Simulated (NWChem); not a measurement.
**One shape, several levels: PH2F (SMILES FP)**

We compute a comparison of 3 runs (KT2 (NWChem form)/3-21G, Slater/cc-pVDZ, TDA-HCTH/93/cc-pV(D+d)Z) of PH2F. 

Program for the calculation: NWChem 7.3.0.

2 further runs of the same task are left out: 1 that didn't finish, 1 set aside as unsound or not needed.

## Step 1: Starting point

The species is PH2F (4 atoms), meant as a singlet with charge 0. As SMILES, `FP`. The coordinates come from a GFN2-xTB relaxation.

Bond lengths: F1–P2 1.632 Å, P2–H3 1.406 Å, P2–H4 1.406 Å. Angles: F1–P2–H3 93.5°, F1–P2–H4 93.5°, H3–P2–H4 91.6°.

## Step 2: The polarisability at KT2 (NWChem form)/3-21G (run 1)

File job.nw:

```
start job
title "FH2P KT2 (NWChem form)"
memory stack 880 mb heap 220 mb global 1100 mb

geometry units angstroms noautosym nocenter noautoz
  F        1.160540       0.668850      -0.222660
  P       -0.072030      -0.369080      -0.479670
  H       -1.053910       0.574260      -0.129560
  H       -0.034600      -0.874030       0.831900
end

basis spherical bse
  * library 3-21G
end

dft
  xc kt2
  grid coarse
  direct
end

property
  response 1 0.0773
end

task dft property
```

Launch:

```sh
$ nwchem job.nw > job.out
```

The log of the run:

```text
[...]
          Wavefunction type:  closed shell.
          No. of atoms     :     4
          No. of electrons :    26
[...]
          Charge           :     0
          Spin multiplicity:     1
[...]
          AO basis - number of functions:    26
[...]
              XC Information
              --------------
                          KT2 Method XC Functional
                        Slater Exchange Functional  1.072 local
                           KT1 gradient correction  1.000 non-local
            Perdew 1991 LDA Correlation Functional  0.577 local
[...]
 d= 0,ls=0.0,diis     1   -444.0569501613 -5.04D+02  6.59D-02  2.55D-01     0.1
[...]
 d= 0,ls=0.0,diis     9   -444.1140471123 -2.32D-08  2.23D-06  1.14D-09     0.3
         Total DFT energy =     -444.114047112337
      One electron energy =     -729.026121199420
           Coulomb energy =      263.836971119142
    Exchange-Corr. energy =      -38.553918893406
 Nuclear repulsion energy =       59.629021861347
[...]
 Anisotropic =       6.0799802
[...]
```

Run time: 1.2 s. Hardware: 1 thread of AMD EPYC 9R45 (Zen 5), shared host; peak memory 0.11 GiB.

## Step 3: Energy and forces at Slater/cc-pVDZ (run 2)

File run.nw:

```
start run
title "phosphinous fluoride(8ci,9ci)"
memory stack 880 mb heap 220 mb global 1100 mb

geometry noautosym nocenter
  zmatrix
    F
    P 1 r2
    H 2 r3 1 a3
    H 2 r4 3 a4 1 d4
  variables
    r2 1.631742
    r3 1.4059
    a3 93.52712
    r4 1.405913
    a4 91.56254
    d4 93.62531
  end
end

basis spherical bse
  * library cc-pVDZ
end

dft
  xc slater
  grid coarse
  convergence density 1e-07 rabuck 15
end

task dft gradient
```

Launch:

```sh
$ nwchem run.nw > run.out
```

The log of the run:

```text
[...]
          Wavefunction type:  closed shell.
          No. of atoms     :     4
          No. of electrons :    26
[...]
          Charge           :     0
          Spin multiplicity:     1
[...]
          AO basis - number of functions:    42
[...]
              XC Information
              --------------
                        Slater Exchange Functional  1.000 local
             Grid Information
             ----------------
          Grid used for XC integration:  coarse
          Radial quadrature: Mura-Knowles
          Angular quadrature: Lebedev.
[...]
 d= 0,ls=0.0,diis     1   -438.5014466187 -4.98D+02  3.08D-02  7.03D-01     0.5
[...]
 d= 0,ls=0.0,diis    11   -438.5580929418 -1.04D-10  8.36D-08  1.02D-11     2.7
         Total DFT energy =     -438.558092941763
      One electron energy =     -730.596051564805
           Coulomb energy =      262.976469777175
    Exchange-Corr. energy =      -30.567531634157
 Nuclear repulsion energy =       59.629020480024
[...]
  wavefunction    = closed shell
                         DFT ENERGY GRADIENTS
    atom               coordinates                        gradient
                 x          y          z           x          y          z
   1 F       0.000000   0.000000   0.000000    0.006355  -0.006565   0.025619
   2 P       0.000000   0.000000   3.083545    0.022971  -0.023684  -0.006635
   3 H       2.651733   0.000000   3.246992   -0.029765   0.000489  -0.009489
   4 H      -0.082640  -2.650488   3.246700    0.000439   0.029760  -0.009494
[...]
```

Wall time 4.8 s (1 thread of AMD EPYC 9R45 (Zen 5), shared host); peak memory 0.11 GiB.

## Step 4: The excited states at TDA-HCTH/93/cc-pV(D+d)Z (run 3)

File fh2p.nw:

```
start fh2p
title "phosphinous fluoride(8ci,9ci)"
memory total 2200 mb
charge 0

geometry noautoz
  F     1.160540    0.668850   -0.222660
  P    -0.072030   -0.369080   -0.479670
  H    -1.053910    0.574260   -0.129560
  H    -0.034600   -0.874030    0.831900
end

basis spherical bse
  * library "cc-pV(D+d)Z"
end

dft
  xc hcth
  grid medium
  mulliken
end

tddft
  cis
  nroots 2
  notriplet
end

task tddft energy
```

Launch:

```sh
$ nwchem fh2p.nw > fh2p.out
```

The log of the run:

```text
[...]
 Group name             Cs
[...]
          Wavefunction type:  closed shell.
          No. of atoms     :     4
          No. of electrons :    26
[...]
          Charge           :     0
          Spin multiplicity:     1
[...]
          AO basis - number of functions:    47
[...]
              XC Information
              --------------
                        HCTH  Method XC Functional
                         HCTH  Exchange Functional  1.000
                      HCTH  Correlation Functional  1.000
[...]
 d= 0,ls=0.0,diis     1   -442.3805449813 -5.02D+02  2.17D-02  3.77D-01     0.6
[...]
 d= 0,ls=0.0,diis     7   -442.4280613741 -5.64D-07  8.64D-06  5.45D-08     2.7
         Total DFT energy =     -442.428061374147
      One electron energy =     -731.526125295271
           Coulomb energy =      264.023897429340
    Exchange-Corr. energy =      -34.554855523540
 Nuclear repulsion energy =       59.629022015324
[...]
      Total Density - Mulliken Population Analysis
     ---------------------------------------------
    Atom       Charge   Shell Charges
 -----------   ------   -------------------------------------------------------
    1 F    9     9.33   2.01  0.90  1.03  3.34  2.05  0.00
    2 P   15    14.65   2.00  2.03  0.96  0.72  6.00  1.70  0.99  0.01  0.24
    3 H    1     1.01   0.75  0.24  0.02
    4 H    1     1.01   0.75  0.24  0.02
[...]
  Root   1 singlet a'             0.212328992 a.u.                5.7778 eV
[...]
     Dipole Oscillator Strength                    0.0446002299
[...]
     Total Oscillator Strength                     0.0446028027
[...]
  Root   2 singlet a"             0.259847426 a.u.                7.0708 eV
[...]
     Dipole Oscillator Strength                    0.0004703414
[...]
     Total Oscillator Strength                     0.0004723390
[...]
```

Wall time 11 s (1 thread of AMD EPYC 9R45 (Zen 5), shared host); peak memory 0.11 GiB.

The roots found:

```
excited state  energy (eV)  strength       label
            1        5.778    0.0446  singlet a'
            2        7.071    0.0005  singlet a"
```

## Step 5: All runs side by side

```
run                    level            task  integrals  energy (Eh)  dipole moment (D)  HOMO energy (eV)  LUMO energy (eV)  wall time
  1  KT2 (NWChem form)/3-21G  polarizability     direct  -444.114047               1.51             -6.21             -1.13      1.2 s
  2           Slater/cc-pVDZ        gradient          –  -438.558093               1.38             -5.10             -0.37      4.8 s
  3  TDA-HCTH/93/cc-pV(D+d)Z         excited          –  -442.428061               1.47             -6.48             -1.39       11 s
```

## Step 6: What came out

| quantity | value |
| --- | --- |
| run 3: ground-state or mean-field energy | -442.42806 Eh |
| run 3: dipole moment (of the density that the program reports) | 1.47 D |
| run 3: HOMO energy (HCTH/93 Kohn–Sham orbitals) | -6.48 eV |
| run 3: LUMO energy (HCTH/93 Kohn–Sham orbitals) | -1.39 eV |
| run 3: HOMO–LUMO gap (HCTH/93 Kohn–Sham orbitals) | 5.09 eV |
| run 3: lowest singlet excitation energy | 5.78 eV |

In words: The dipole moment (its size) runs from 1.38 D (Slater/cc-pVDZ) to 1.51 D (KT2 (NWChem form)/3-21G). The two ends differ in method and basis. Totals of different functionals can't be ranked against each other. All runs together took 17 s, the longest 11 s.
